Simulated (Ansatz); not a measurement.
The input, for Ansatz 0.2.0:

```yaml
crystal:
  periodic: [false, false, false]
  atoms:
    - {symbol: B, position_ang: [0.000000, -0.043234, 1.456107]}
    - {symbol: Al, position_ang: [0.000000, -0.043234, -0.784344]}
    - {symbol: H, position_ang: [0.000000, 2.669257, 3.255390]}
    - {symbol: H, position_ang: [0.000000, -1.048214, 2.122743]}
basis:
  gaussian: {orbitals: 6-31G}
magnetization: {spin_polarized: true, initial_magnetization: 0}
correlation: {method: ccsdt_q, electrons: outside_noble_gas}
```

```sh
$ ansatz run in.yaml --threads 1 --pin off --events-out ev --progress --plain --max-ram 1536MiB
```

Output:

```
555 factors; integrals over basis functions are off by at most 1.6e-7 eV
mean field evaluation 1: about -7273.9159 eV, gradient 1.1e1 eV
mean field evaluation 2: about -7273.9151 eV, gradient 1.1e1 eV
mean field evaluation 4: about -7276.7451 eV, gradient 2.6e0 eV
mean field evaluation 8: about -7277.0067 eV, gradient 8.1e-2 eV
mean field evaluation 16: about -7277.0443 eV, gradient 2.4e-1 eV
mean field evaluation 32: about -7279.7626 eV, gradient 3.6e-6 eV
mean field evaluation 64: about -7279.7569 eV, gradient 1.7e-1 eV
mean field evaluation 96: about -7279.4626 eV, gradient 2.3e-1 eV
mean field evaluation 128: about -7277.0069 eV, gradient 1.9e-6 eV
mean field evaluation 160: about -7279.1735 eV, gradient 9.6e-2 eV
...
cycle  40  -2.50335569 eV  change    1.3e-5 eV  update   2.9e-6
cycle  41  -2.50334994 eV  change    5.7e-6 eV  update   2.3e-6
cycle  42  -2.50334885 eV  change    1.1e-6 eV  update   1.8e-6
cycle  43  -2.50334747 eV  change    1.4e-6 eV  update   1.6e-6
cycle  44  -2.50334684 eV  change    6.3e-7 eV  update   1.3e-6
cycle  45  -2.50334476 eV  change    2.1e-6 eV  update   9.7e-7
cycle  46  -2.50334395 eV  change    8.1e-7 eV  update   6.9e-7
cycle  47  -2.50334367 eV  change    2.8e-7 eV  update   4.5e-7
cycle  48  -2.50334323 eV  change    4.4e-7 eV  update   3.0e-7
cycle  49  -2.50334316 eV  change    6.4e-8 eV  update   2.3e-7
perturbative correction -0.01541124 eV, -0.0005663528 hartree
Total energy: -7282.26984749 eV, -267.6184807956 hartree
```

For the same geometry and basis full CI lies 25.6 meV lower.

Ran on 1 thread of Intel Xeon, shared host: 14 s wall, 0.13 GiB peak host memory.
